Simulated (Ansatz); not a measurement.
For fcc Al, r²SCAN (Ansatz, a first-principles code, PAW) gives:

| Quantity | Value |
|---|---|
| lattice parameter a | 3.992 Å |
| bulk modulus | 92.8 GPa |

Q: What does B3LYP (VWN-RPA form) (Ansatz, PAW) give for the same quantities?

A: 
- lattice constant a: 4.061 Å (grows by 1.7 %)
- bulk modulus: 67.5 GPa (decreases by 27 %)

For comparison: lattice constant a 4.018 Å (measured, static lattice: zero-point anharmonic expansion removed; as tabulated in Mejia-Rodriguez and Trickey (2018), arXiv:1807.09216); bulk modulus 80.8 GPa (measured, corrected for temperature and zero-point phonon effects, our sources range from 77.1 to 82.0; as tabulated in Levämäki et al. (2014), arXiv:1402.3671).

Changes are worked out from the printed values.

Unless a cell is named, each level is at its own relaxed cell (r²SCAN 15.90, B3LYP (VWN-RPA form) 16.74 Å³/atom).

Ansatz's density-functional and Hartree–Fock values are scalar-relativistic unless marked +SOC, with PAW data made under PBE.
